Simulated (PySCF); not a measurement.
Level of theory: B3LYP-D3(BJ)/def2-TZVP (PySCF 2.14.0). Gas-phase values, no solvent. B3LYP has the VWN-RPA correlation part, as in Gaussian. Delta-SCF ions had no search for a lower state. Excitations are Tamm–Dancoff values on a coarser integration grid. The basis has no diffuse functions, so Rydberg states are missing or too high.

Reference species (SMILES): `FB(I)F` (neutral, multiplicity 1).

vertical ionisation energy (Delta-SCF): 10.63 eV
T1 excitation (TDA): 5.60 eV
HOMO: -7.88 eV

Changed species: `B(F)(F)F` (0 of 3 F replaced by I; the reference has 1 of 3 F replaced by I).

Predict the effect on the vertical ionisation energy (Delta-SCF), T1 excitation (TDA) and HOMO.

the vertical ionisation energy (Delta-SCF) goes up by 4.58 eV, to 15.21 eV; the T1 excitation (TDA) rises by 4.63 eV, to 10.23 eV; the HOMO falls by 4.02 eV, to -11.90 eV.
